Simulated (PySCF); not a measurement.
Series: cyclo[n]carbon rings. All species are isolated molecules in the gas phase. Each species was relaxed from one start; no search for lower structures was made at this level. Strings in code marks are SMILES.

A: cyclo[28]carbon `C1#CC#CC#CC#CC#CC#CC#CC#CC#CC#CC#CC#CC#CC#C1`
B: cyclo[22]carbon `c1c#cc#cc#cc#cc#cc#cc#cc#cc#cc#cc#1`
C: cyclo[16]carbon `C1#CC#CC#CC#CC#CC#CC#CC#C1`
D: cyclo[30]carbon `c1c#cc#cc#cc#cc#cc#cc#cc#cc#cc#cc#cc#cc#cc#cc#1`
E: cyclo[20]carbon `C1#CC#CC#CC#CC#CC#CC#CC#CC#CC#C1`
F: cyclo[26]carbon `c1c#cc#cc#cc#cc#cc#cc#cc#cc#cc#cc#cc#cc#1`

Order them by HOMO–LUMO gap (lowest first) at the level PBE0-D3(BJ)/def2-SVP // CAM-B3LYP-D3(BJ)/def2-SVP run with PySCF 2.14.0.

A (2.55 eV), E (2.64 eV), C (2.75 eV), D (3.10 eV), F (3.25 eV), B (3.47 eV)
